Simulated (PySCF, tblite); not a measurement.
Compound: C3H6O.
Numbering: `[CH2:1]=[CH:2][CH2:3][OH:4]` (hydrogens: H5, H6 on C1; H7 on C2; H8, H9 on C3; H10 on O4)

Structure optimised with GFN2-xTB, isolated species.

List the bond lengths, angles and torsions at this level.

| bond | length (Å) | order |
| --- | --- | --- |
| C1=C2 | 1.319 | double |
| C2–C3 | 1.500 | single |
| C3–O4 | 1.412 | single |
| C1–H5 | 1.076 | single |
| C1–H6 | 1.078 | single |
| C2–H7 | 1.082 | single |
| C3–H8, C3–H9 | 1.098 | single |
| O4–H10 | 0.964 | single |

Bonds in one row agree within 0.01 Å and their mean is given. Orders are formal, as drawn. A selection of angles:
| angle | degrees |
| --- | --- |
| C2–C1–H5 | 122.1 |
| C2–C1–H6 | 121.7 |
| H5–C1–H6 | 116.2 |
| C1–C2–C3 | 124.3 |
| C1–C2–H7 | 121.1 |
| C3–C2–H7 | 114.5 |
| C2–C3–O4 | 112.6 |
| C2–C3–H8 | 109.6 |
| O4–C3–H8 | 105.0 |
| O4–C3–H9 | 110.8 |
| H8–C3–H9 | 108.4 |
| C3–O4–H10 | 108.7 |

Dihedral angles: C1–C2–C3–O4 133° (anticlinal); H10–O4–C3–C2 -58° (synclinal). The mirror-image conformer, all signs reversed, is as good.

Of the pairs four or more bonds apart, H6···H9 is among the closest relative to their van der Waals radii: 2.43 Å, 101 % of the sum of Bondi's values. The 2 C–C bonds span 1.319 Å (C1=C2, drawn double) to 1.500 Å (C2–C3, drawn single), a spread of 0.181 Å.

Point group: C1 (no symmetry element, even within 0.4 Å). Its GFN2-xTB frequencies are all real (lowest 75 cm⁻¹). The numbers are those of one conformer (C1–C2–C3–O4 133°, C2–C3–O4–H -58°).

The numbers are calculated, not measured.
